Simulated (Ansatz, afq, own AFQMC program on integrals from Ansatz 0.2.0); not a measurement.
# Ga, doublet: AFQMC among the cluster methods

A free Ga atom.

Basis def2-TZVP. Noble-gas cores (and the filled d shells of Ga–Kr and In–Xe) are frozen. Integrals, coupled cluster, full CI and functionals: Ansatz 0.2.0; the random walks run on the same integrals in our own AFQMC program. ph-AFQMC/CISD is guided by a CISD state made of CCSD amplitudes; releasing the constraint for a short imaginary time cuts its bias at the price of noise, slowly where states lie close. Free projection: walkers drawn from exp(T), propagated without any constraint. Its projection time is finite, and what remains of the start isn't in its error. Error bars are statistical, one sigma. No spin–orbit coupling.

Determinant: UHF, the one that the program's search chose, which needn't be the lowest solution.

Full CI on the same integrals is exact in this basis and with this determinant's frozen core.

Cautions: no relativity below Rb; no spin-orbit coupling; inner d shell frozen; the ph-AFQMC/HF walk drifts between its halves (2.3 errors).

The T1 diagnostic is 0.0131 and the weight of the determinant in the CISD state is 0.944. The ⟨S²⟩ of the determinant is 0.763 and the size of the correlated space is 3 electrons in 34 orbitals.

(1) Estimate: order these by the size of their error in total energy against full CI, smallest first.
A. free-projection AFQMC
B. MP2
C. phaseless AFQMC with the Hartree–Fock trial
D. CCSD

(1) A (0.0 ± 0.02 kJ/mol), D (3.0 kJ/mol), C (5.4 ± 0.8 kJ/mol), B (37.2 kJ/mol).

Reference: full CI, correlation energy -1.308 eV.

Free projections are given only where their last times agree within the noise and don't stop above the reference; a slow remainder of the start can still hide under it. A walk keeps the symmetry of its determinant, which the program's search chose and which needn't be the lowest solution, so a lower state of the same spin and another symmetry isn't excluded.
